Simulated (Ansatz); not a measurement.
`CC[SiH2]C` → `CC[SiH3]` + `[CH2]` (triplet) at 700 K and 1 bar (formal loss of a carbene).

Gas-phase electronic energies from Ansatz, PBE0-D4/def2-TZVP geometries. CCSD(T)/CBS is the MP2 limit (def2-TZVPP, def2-QZVPP) plus CCSD(T) − MP2 in def2-TZVPP, frozen cores. This one scheme is used for every species. Triplets are unrestricted, without spin–orbit coupling. Each species was taken in one conformer, which may not be the lowest.

```tsv
species	CCSD(T)/CBS energy (Eh)	H − E (kJ/mol)	S (J/(mol·K))
`CC[SiH2]C`	-409.27248	397.8	467.7
`CC[SiH3]`	-369.99568	302.8	400.3
`[CH2]` (triplet)	-39.09499	70.4	226.8
```

H − E and S are ideal-gas, rigid-rotor, harmonic terms from PBE0-D4/def2-TZVP, for one conformer and one mirror image of each species, with the whole ground term of open shells counted as degenerate. 1 Eh = 2625.50 kJ/mol, R = 8.31446 J/(mol·K).

Problem. By hand: ΔE, ΔH, ΔS and ΔG.

Solution. ΔE = (-369.99568) + (-39.09499) − (-409.27248) = 0.18181 Eh = 477.3 kJ/mol. Δ(H − E) = 302.8 + 70.4 − 397.8 = -24.6, so ΔH = 452.7 kJ/mol. ΔS = 400.3 + 226.8 − 467.7 = 159.4 J/(mol·K). ΔG = 452.7 − 700 × (159.4)/1000 = 341.1 kJ/mol.

Problem. By hand: the equilibrium constant, and the temperature at which ΔG would vanish if ΔH and ΔS stayed fixed.

Solution. log₁₀ K = −ΔG/(RT ln 10) = -25.5. ΔG = 0 at ΔH/ΔS = 2840 K, far beyond where these terms or the molecules hold.

The number of gas molecules changes by +1, which sets the sign of ΔS. A doubt of 5 kJ/mol in ΔE shifts log₁₀ K by 0.4 here. Other conformers and mirror images would add mixing entropy, several J/(mol·K) or more a flexible species. A triplet takes part, so the spin changes. These are equilibria of isolated gas molecules and say nothing of rates. Largest T1 diagnostic: 0.011 (customary marks: 0.02 for closed shells, 0.045 for open ones).
